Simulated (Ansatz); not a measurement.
Input for Ansatz (development build ahead of 0.2.0):

```yaml
crystal:
  periodic: [false, false, false]
  atoms:
    - { symbol: C, position_ang: [-0.54411, 0.11671, -0.46789] }
    - { symbol: C, position_ang: [0.73019, -0.3885, -0.33037] }
    - { symbol: C, position_ang: [-0.13918, 0.29656, 0.80165] }
    - { symbol: H, position_ang: [-1.38455, 0.16174, -1.22399] }
    - { symbol: H, position_ang: [1.66818, -0.63079, -0.84879] }
    - { symbol: H, position_ang: [-0.09148, 0.38269, 1.91524] }
basis:
  gaussian: { orbitals: def2-SVP }
magnetization:
  spin_polarized: true
  initial_magnetization: 1
hamiltonian:
  xc: hf
output:
  forces: true
```

The input is written out in the form of the current development build from the run's settings.

The run gave:

```yaml
Converged: yes
Total_energy: -115.08844 hartree
Spin_squared_of_the_determinant: 0.944
Stability_test: minimum
```

Forces (eV/Å):
| atom | Fx | Fy | Fz |
| --- | --- | --- | --- |
| C1 | -1.211 | -0.708 | -1.646 |
| C2 | -1.002 | 0.295 | 0.716 |
| C3 | 2.541 | -0.445 | 0.666 |
| H4 | 1.063 | 0.297 | 1.320 |
| H5 | -0.623 | 0.609 | 0.624 |
| H6 | -0.768 | -0.048 | -1.679 |

Caution: the unrestricted determinant is spin contaminated.
